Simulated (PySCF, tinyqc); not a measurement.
RHF in the sto-3g basis, for CH2, spin multiplicity 1, step by step. The lowest restricted solution is unstable here: a spin-polarised one lies 0.0218 hartree lower (PySCF). One step of it, computed by the program tinyqc.

Question. Orthogonalisation. S = U s U^T; symmetric (Loewdin) form X = U s^(-1/2) U^T, so that X^T S X = 1.

overlap S, lower triangle:
```
           1C 1s     1C 2s    1C 2px     1C 2py    1C 2pz     2H 1s     3H 1s
1C 1s   1.000000
1C 2s   0.248362  1.000000
1C 2px  0.000000  0.000000  1.000000
1C 2py  0.000000  0.000000  0.000000   1.000000
1C 2pz  0.000000  0.000000  0.000000   0.000000  1.000000
2H 1s   0.022055  0.266396  0.000000   0.251599  0.154507  1.000000
3H 1s   0.022055  0.266396  0.000000  -0.251599  0.154507  0.038049  1.000000
```

Give: eigenvalues of S; X.

Answer.

eigenvalues of S: 0.5380  0.6247  0.8799  1.0000  1.1026  1.3373  1.5175

X, lower triangle:
```
          1C 1s    1C 2s  1C 2px   1C 2py   1C 2pz    2H 1s   3H 1s
1C 1s    1.0254
1C 2s   -0.1375   1.0878
1C 2px   0.0000   0.0000  1.0000
1C 2py   0.0000   0.0000  0.0000   1.0543
1C 2pz  -0.0046   0.0358  0.0000   0.0000   1.0201
2H 1s    0.0166  -0.1509  0.0000  -0.1414  -0.0853   1.0679
3H 1s    0.0166  -0.1509  0.0000   0.1414  -0.0853  -0.0078  1.0679
```
